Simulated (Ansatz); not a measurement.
System: CH$_{2}$, charge 1, multiplicity 2. 
Geometry from a B3LYP-D3(BJ)/def2-TZVP (Ansatz, a quantum-chemistry and plane-wave program) optimisation:
```xyz
3

C     -0.0907     0.0000     0.0000
H      0.2722     0.0000    -1.0355
H      0.2722     0.0000     1.0355
```
Charge +1, spin multiplicity 2.

Basis-set convergence of Hartree-Fock and MP2 correlation energies (hartree) with Ansatz. Correlated levels leave the core frozen unless marked. UHF or UKS for open shells. No spin-orbit coupling. Non-relativistic.

| basis | functions | E(HF) | E(corr, MP2) |
|---|---|---|---|
| def2-SVPD | 36 | -38.53638 | -0.07875 |
| def2-TZVPPD | 71 | -38.58224 | -0.09484 |
| def2-QZVPPD | 129 | -38.58398 | -0.10189 |

Extrapolating the two largest sets (X = 3 and 4) as X^-3: E(corr) = (64·(-0.10189) - 27·(-0.09484))/37 = -0.1070 Eh, an estimate of the basis-set limit. The largest set recovers 95.2 % of it, the smallest 73.6 %.
